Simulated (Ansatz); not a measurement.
**CHNSi+ (doublet): wave-function methods side by side, cc-pVDZ**

Aim: climb from Hartree-Fock through coupled cluster and multireference methods for CHNSi+ (doublet) at one geometry and basis, and see what each rung misses.

Program: Ansatz 0.2.0, Gaussian basis. Level of theory: cc-pVDZ, core rule «outside noble gas», up to 7 orbitals frozen. These are calculated values, not measurements.

The runs, in order: UHF; CCSD(T) on ROHF; CCSD(T) on UHF; BCCD(T) on ROHF; CISD; CCSDT(Q) on ROHF; CCSDT(Q) on UHF; CASSCF and MRCISD+Q, 9 electrons in 9 orbitals; CASSCF and NEVPT2, 9 electrons in 9 orbitals.

29 further runs of the same task are left out: 12 that didn't finish, 17 set aside as unsound or not needed.

## (1) The system

The geometry is a PBE0/def2-TZVP stationary point (not a proven minimum) of the parent state, kept for this charge and spin.

4 atoms, charge 1, spin multiplicity 2.

Atoms are counted from 1 here; the program's logs count them from 0.

Bond lengths: C1–N2 1.210 Å, C1–H4 1.080 Å, N2–Si3 1.677 Å. Angles: N2–C1–H4 141.6°, C1–N2–Si3 175.8°.

## (2) UHF

Input file in.yaml:

```yaml
crystal:
  periodic: [false, false, false]
  atoms:
    - {symbol: C, position_ang: [0.000003, -0.203741, 0.797438]}
    - {symbol: N, position_ang: [-0.000006, -0.103756, -0.408858]}
    - {symbol: Si, position_ang: [0.000001, -0.087034, -2.085648]}
    - {symbol: H, position_ang: [0.000003, 0.394532, 1.697068]}
basis:
  gaussian: {orbitals: cc-pVDZ}
total_charge: 1
magnetization: {spin_polarized: true, initial_magnetization: 1}
hamiltonian: {xc: hf}
output: {orbitals: {seedname: orbitals}}
```

Started as:

```
$ ansatz run in.yaml --threads 1 --pin off --events-out ev --progress --plain --max-ram 2393MiB
```

After this run come: CCSD(T) on ROHF; CCSD(T) on UHF; BCCD(T) on ROHF; CISD; CCSDT(Q) on ROHF; CCSDT(Q) on UHF; CASSCF and MRCISD+Q, 9 electrons in 9 orbitals; CASSCF and NEVPT2, 9 electrons in 9 orbitals.

**Question.** What will the summary of the whole plan be? Wanted: UCCSDT(Q) below the RHF energy; RMP2 from UCCSDT(Q); UMP2 from UCCSDT(Q); RCCSD from UCCSDT(Q); RCCSD(T) from UCCSDT(Q); UCCSD(T) from UCCSDT(Q); RCCSDT(Q) from UCCSDT(Q); MRCISD+Q frontier from UCCSDT(Q); T1 diagnostic.

As calculated:

| quantity | value |
| --- | --- |
| UCCSDT(Q) below the RHF energy | -10.2940 eV |
| RMP2 from UCCSDT(Q) | +131.6 kJ/mol |
| UMP2 from UCCSDT(Q) | +138.1 kJ/mol |
| RCCSD from UCCSDT(Q) | +50.8 kJ/mol |
| RCCSD(T) from UCCSDT(Q) | +7.6 kJ/mol |
| UCCSD(T) from UCCSDT(Q) | +8.2 kJ/mol |
| RCCSDT(Q) from UCCSDT(Q) | +0.4 kJ/mol |
| MRCISD+Q frontier from UCCSDT(Q) | +9.1 kJ/mol |
| levels within 1 kcal/mol (43 meV) | RCCSDT(Q) |
| T1 diagnostic | 0.056 |

**Reading.** RCCSD(T) misses by +7.6 kJ/mol, 0.8 % of the correlation energy. These misses are within one basis, not against nature; the frozen cores of restricted and unrestricted runs differ, which can shift their rows.
